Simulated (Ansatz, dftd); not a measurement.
Species: CH2Cl, charge 0, doublet. CH2Cl (SMILES [CH2]Cl, doublet).
B3LYP-D3(BJ)/def2-TZVP minimum from Ansatz (a program for electronic structure):
```
C
H 1 1.0768
H 1 1.0768 2 124.26
Cl 1 1.6978 2 117.87 3 180.00
```
Charge 0, spin multiplicity 2.

Property: atomisation energy (electronic, to ground-state atoms), in kcal/mol. Radicals and triplets start from unrestricted determinants; spin-orbit coupling is neglected. Cores are frozen in correlated methods. Rows without X2C or -DK are non-relativistic. CBS(X,Y): correlation extrapolated as X^-3, Hartree-Fock from the larger set (Q,5: extrapolated as (X+1)exp(-9√X)). A bracket is a step between two methods taken in the basis named. Functionals run without relativity, which enters their misses. Double hybrids freeze cores in their MP2 part. 'core' is core correlation in cc-pwCVTZ (1s frozen past Ne), 'X2C' scalar relativity in cc-pVTZ-DK, both at CCSD(T). For partners of very few electrons the exact lower level stands in for a higher one.

Compared with CCSD(T)/CBS(cc-pV(Q+d)Z,cc-pV(5+d)Z) + [CCSDT(Q) - CCSD(T)]/cc-pV(T+d)Z + core + X2C (Ansatz).

Q: Rank these levels by how close they come to it, closest first: PBE-D4/def2-TZVPD (Ansatz + dftd4); B2PLYP-D3(BJ)/def2-TZVPD (Ansatz + dftd3); B2GP-PLYP/def2-TZVPD (Ansatz); CCSD/CBS(aug-cc-pV(T+d)Z,aug-cc-pV(Q+d)Z) (Ansatz).

A: B2PLYP-D3(BJ)/def2-TZVPD (286.0 kcal/mol, difference -3.1), B2GP-PLYP/def2-TZVPD (284.1 kcal/mol, difference -5.0), CCSD/CBS(aug-cc-pV(T+d)Z,aug-cc-pV(Q+d)Z) (283.3 kcal/mol, difference -5.8), PBE-D4/def2-TZVPD (298.5 kcal/mol, difference 9.4)
